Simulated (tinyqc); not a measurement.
Extended Hueckel theory, for CH4, step by step. Computed by tinyqc, a small Python program that keeps every step (integrals from PySCF). Settings: charge = 0, K = 2.0, weighted = 1, multiplicity = 1. Command: `OMP_NUM_THREADS=1 python tinyqc.py 28630 28631 out.jsonl` (the two numbers bound the seeds that draw the settings). One thread of a shared host (Intel(R) Xeon(R) Processor @ 2.60GHz), about 0.01 s of CPU time with the checks.

## Overlaps

Geometry (angstrom):
```
atom          x          y          z
C      0.000000   0.000000   0.000000
H      0.644000   0.644000   0.644000
H      0.644000  -0.644000  -0.644000
H     -0.644000   0.644000  -0.644000
H     -0.644000  -0.644000   0.644000
```

Parameters chosen for this run:
```
element  shell  Slater exponent   H_ii (eV)
H           1s         1.300000  -13.600000
C           2s         1.625000  -21.400000
C           2p         1.625000  -11.400000
```

Slater orbitals, each expanded in six Gaussians scaled to its exponent.

overlap S, lower triangle:
```
           1C 2s     1C 2px     1C 2py     1C 2pz     2H 1s     3H 1s     4H 1s     5H 1s
1C 2s   1.000000
1C 2px  0.000000   1.000000
1C 2py  0.000000   0.000000   1.000000
1C 2pz  0.000000   0.000000   0.000000   1.000000
2H 1s   0.478139   0.278606   0.278606   0.278606  1.000000
3H 1s   0.478139   0.278606  -0.278606  -0.278606  0.138407  1.000000
4H 1s   0.478139  -0.278606   0.278606  -0.278606  0.138407  0.138407  1.000000
5H 1s   0.478139  -0.278606  -0.278606   0.278606  0.138407  0.138407  0.138407  1.000000
```

## Wolfsberg-Helmholz matrix

diagonal H_ii (eV): 1C 2s -21.400000, 1C 2px -11.400000, 1C 2py -11.400000, 1C 2pz -11.400000, 2H 1s -13.600000, 3H 1s -13.600000, 4H 1s -13.600000, 5H 1s -13.600000

K = 2.000000

H_ij = K' S_ij (H_ii + H_jj)/2 for i != j (the diagonal keeps H_ii), with K' = K + D^2 + D^4 (1 - K), D = (H_ii - H_jj)/(H_ii + H_jj), K = 2.

H (eV), lower triangle:
```
             1C 2s      1C 2px      1C 2py      1C 2pz       2H 1s       3H 1s       4H 1s       5H 1s
1C 2s   -21.400000
1C 2px    0.000000  -11.400000
1C 2py    0.000000    0.000000  -11.400000
1C 2pz    0.000000    0.000000    0.000000  -11.400000
2H 1s   -17.129805   -6.991906   -6.991906   -6.991906  -13.600000
3H 1s   -17.129805   -6.991906    6.991906    6.991906   -3.764664  -13.600000
4H 1s   -17.129805    6.991906   -6.991906    6.991906   -3.764664   -3.764664  -13.600000
5H 1s   -17.129805    6.991906    6.991906   -6.991906   -3.764664   -3.764664   -3.764664  -13.600000
```

## Orbitals

valence electrons = 8

Solve H C = S C e through S^(-1/2); fill by pairs from the bottom, a degenerate level sharing its electrons equally; each orbital has its largest coefficient positive (the first on a tie).

orbital energies (eV): -26.910556  -16.542409  -16.542409  -16.542409  9.150736  9.150736  9.150736  47.566996

occupations: 2.000000  2.000000  2.000000  2.000000  0.000000  0.000000  0.000000  0.000000

coefficients:
```
             MO1        MO2        MO3        MO4        MO5        MO6        MO7        MO8
1C 2s   0.594709   0.000000   0.000000   0.000000   0.000000   0.000000   0.000000   1.572422
1C 2px  0.000000  -0.065591   0.550792   0.065595   0.989155   0.522354  -0.011199   0.000000
1C 2py  0.000000  -0.261721  -0.088968   0.485348   0.037174  -0.046444   1.117080   0.000000
1C 2pz  0.000000   0.489056   0.026259   0.268534  -0.521150   0.988127   0.058426   0.000000
2H 1s   0.192196   0.087256   0.263305   0.442081  -0.272021  -0.788332  -0.626938  -0.679934
3H 1s   0.192196  -0.158024   0.330964  -0.371309  -0.793229   0.225793   0.638999  -0.679934
4H 1s   0.192196  -0.369636  -0.359295   0.081578   0.231987   0.838350  -0.576078  -0.679934
5H 1s   0.192196   0.440404  -0.234973  -0.152350   0.833263  -0.275811   0.564018  -0.679934
```

sum of one-electron energies = -153.075568 eV

Within a degenerate level the vectors are fixed only up to a rotation; this is one choice.

## Mulliken analysis

P = C n C^T; charge = valence electrons (H 1, C 4) minus the sum of (P S)_ii on the atom; overlap population = 2 sum P_ij S_ij between two atoms.

charges: 1C -0.141779, 2H 0.035445, 3H 0.035445, 4H 0.035445, 5H 0.035445

Overlap populations:
```
pair      value
2-1    0.781282
3-1    0.781282
3-2   -0.029815
4-1    0.781282
4-2   -0.029815
4-3   -0.029815
5-1    0.781282
5-2   -0.029815
5-3   -0.029815
5-4   -0.029815
```
